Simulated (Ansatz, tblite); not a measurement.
# The cluster HfTe₂+: one state, many levels

Aim: run the doublet of the cluster HfTe₂+ at one geometry on many levels, and compare frontier levels, spin and run time.

Method: as each input shows; program: Ansatz 0.2.0, Gaussian basis.

The runs, in order: GFN1-xTB, GFN2-xTB, PBE-D4/def2-TZVP, r2SCAN-D4/def2-TZVP, revPBE-D4/def2-TZVP, CAM-B3LYP-D4/def2-TZVP, BHLYP-D4/def2-TZVP, HF/def2-TZVP, HSE06-D4/def2-TZVP, PBE-D4/def2-SVP, PBE0-D4/def2-SVP, CCSD(T)/def2-TZVP, RPA/def2-TZVP.

**1. The structure**

The geometry is that of the doublet, from an earlier relaxation (B3LYP-D4/def2-TZVP). At that level it is the lowest of the isomers that a small search found.

3 atoms, charge 1, spin multiplicity 2.

Bond lengths: Hf1–Te2 2.573 Å, Hf1–Te3 2.573 Å. Angles: Te2–Hf1–Te3 91.6°.

Coordinates:

```xyz
3

Hf   -0.5862    1.0419   -0.0037
Te   -1.3149   -1.4257    0.0323
Te    1.9011    0.3838   -0.0285
```

Hf, Te take a core potential in the def2 sets. No spin-orbit coupling is included. The ion is computed in the gas phase, without counter-ions or solvent.

PBE0-D4/def2-TZVP was run before; its log isn't repeated, and its numbers join the tables.

**2. GFN1-xTB**

Tight binding, by tblite at 300 K electronic temperature and without a spin-polarisation term:

```python
tblite.interface.Calculator('GFN1-xTB', numbers, positions, charge=1, uhf=1).singlepoint()
```

Energy -223.1066 eV; 0.003 s.

**3. GFN2-xTB**

Tight binding, by tblite at 300 K electronic temperature and without a spin-polarisation term:

```python
tblite.interface.Calculator('GFN2-xTB', numbers, positions, charge=1, uhf=1).singlepoint()
```

Energy -195.9492 eV; 0.003 s.

**4. PBE-D4/def2-TZVP**

start.molden holds the orbitals of an earlier run on this state, given as this run's starting guess.

in.yaml

```yaml
crystal:
  periodic: [false, false, false]
  atoms:
    - {symbol: Hf, position_ang: [-0.586177, 1.041892, -0.003735]}
    - {symbol: Te, position_ang: [-1.314881, -1.425662, 0.032266]}
    - {symbol: Te, position_ang: [1.901058, 0.383770, -0.028530]}
basis:
  gaussian: {orbitals: def2-TZVP, initial_orbitals: start.molden}
total_charge: 1
magnetization: {spin_polarized: true, initial_magnetization: 1}
hamiltonian: {xc: pbe, dispersion: d4}
scf: {omitted_lower_state_checks: [starts]}
output: {orbitals: {seedname: orbitals}}
```

Run with:

```
ansatz run in.yaml --threads 4 --pin off --events-out ev --progress --plain --max-ram 3916MiB
```

Further steps of the session: r2SCAN-D4/def2-TZVP; revPBE-D4/def2-TZVP; CAM-B3LYP-D4/def2-TZVP; BHLYP-D4/def2-TZVP; HF/def2-TZVP; HSE06-D4/def2-TZVP; PBE-D4/def2-SVP; PBE0-D4/def2-SVP; CCSD(T)/def2-TZVP; RPA/def2-TZVP.

Q: Predict the results of all the runs planned. Wanted: gap in def2-TZVP, named functionals and Hartree-Fock, smallest and largest; correlation energy, CCSD(T)/def2-TZVP; ⟨S²⟩ in def2-TZVP, named functionals and Hartree-Fock, smallest and largest; PBE0 total energy, smallest basis above largest.

As calculated:

| quantity | value |
| --- | --- |
| gap in def2-TZVP, named functionals and Hartree-Fock, smallest and largest | 0.68 eV (PBE-D4), 7.55 eV (HF) |
| correlation energy, CCSD(T)/def2-TZVP | -31.11 eV |
| ⟨S²⟩ in def2-TZVP, named functionals and Hartree-Fock, smallest and largest | 0.763, 1.390 |
| PBE0 total energy, smallest basis above largest | 0.85 eV (def2-SVP, def2-TZVP) |

Orbital gaps of the named functionals and Hartree-Fock in def2-TZVP span 0.68 eV (PBE-D4) to 7.55 eV (HF); exact exchange widens it. Over the named functionals and Hartree-Fock in def2-TZVP spin contamination reaches 0.64 (HF), so some levels may describe another state. Notes on CCSD(T)/def2-TZVP: spin contamination.
